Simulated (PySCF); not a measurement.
# Mayer bond orders and bond lengths

Species: difluorophosphane, F₂HP.
SMILES with atom numbers: `[F:1][PH:2][F:3]` (hydrogens: H4 on P2)

Geometry (GFN2-xTB, Å), atoms numbered from 1 in this order:
```xyz
4
F2HP angstrom
F     -1.1481   -0.7072   -0.2068
P     -0.0020    0.0759    0.6218
F      1.2269   -0.5702   -0.2059
H     -0.0666    1.2063   -0.2319
```

Bond orders from the PBE0/pcSseg-1 density (PySCF). Isolated species at its GFN2-xTB geometry, gas phase.

Task: How far do the computed orders between heavy atoms stray from the drawn ones?

Result: The largest departure is 0.099, at F1–P2 (drawn single, 0.901) and P2–F3 (drawn single, 0.901).

Task: Give the Mayer order of every bond, beside its length.

Result: 
```tsv
bond	drawn as	length (Å)	Mayer order
F1–P2	single	1.617	0.901
P2–F3	single	1.616	0.901
P2–H4	single	1.418	0.931
```

Task: Sum the orders of all bonds at each heavy atom with more than one neighbour and set the sums beside the valence in the SMILES.

Result: P2 2.733 (drawn 3). Orders between atoms that aren't bonded are not in these sums.

The Mayer order sums products of elements of PS (density times overlap matrix) between the two atoms' basis functions, so it depends on the basis set.
